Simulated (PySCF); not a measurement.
PySCF input file for N₂, SMILES N#N (connectivity only; charge and spin as stated), charge +1, multiplicity 2, PBE/pcH-1. The structure is a stationary point at B3LYP-D3(BJ)/def2-TZVPD.

```python
import numpy as np
from pyscf import gto, scf, dft
from pyscf.prop.hfc import uks as hfc
from pyscf.prop.gtensor import uks as gtensor

mol = gto.M(
    atom='''
    N     0.00000000    0.00000000   -0.55209349
    N     0.00000000    0.00000000    0.55209349
    ''',
    basis='pcH-1',
    charge=1,
    spin=1,
    max_memory=1600,
    verbose=3,
)
mf = dft.UKS(mol, xc='pbe')
mf.grids.level = 3
mf.conv_tol = 1e-10
mf.max_cycle = 100
mf.kernel()
fine, coarse = mf.grids, dft.Grids(mol).set(level=1).build(with_non0tab=True)
for _ in range(3):  # follow internal instabilities
    mf.grids = coarse
    mo, _, stable, _ = mf.stability(return_status=True, nroots=4)
    mf.grids = fine
    if stable:
        break
    mf.kernel(mf.make_rdm1(mo, mf.mo_occ))
A = hfc.HFC(mf).make_fcdip(mf.make_rdm1())  # Fermi contact and dipolar terms, MHz
print('atom   A(iso)/MHz   principal dipolar parts/MHz')
for i, a in enumerate(A):
    w = np.linalg.eigvalsh((a + a.T) / 2)
    print(f'{mol.atom_symbol(i):2s}{i + 1:3d} {w.mean():12.2f}', (w - w.mean()).round(2))
gt = gtensor.GTensor(mf)
gt.dia_soc2e, gt.para_soc2e, gt.so_eff_charge = None, None, True
gt.max_cycle_cphf = 60
g = gt.kernel()
```

Output:

```

WARN: HOMO -0.375256858213154 >= LUMO -0.375256858213172

converged SCF energy = -108.847212293935  <S^2> = 0.75196275  2S+1 = 2.0019618
<class 'pyscf.dft.uks.UKS'> wavefunction is stable in the internal stability analysis
atom   A(iso)/MHz   principal dipolar parts/MHz
N   1       107.62 [-29.38 -29.38  58.76]
N   2       107.62 [-29.38 -29.38  58.76]
SOC(1e)/OZ [-2.38443690e-03 -2.38443690e-03  2.79478838e-19]
free electron g 2.00231930436182
g-tensor total [1.99975447 1.99975447 2.00213165]
g-shift (ppt) [-2.56483454 -2.56483454 -0.18765763]
```

The calculation finished and met its thresholds.

Cost: around 3 core-seconds (rough).
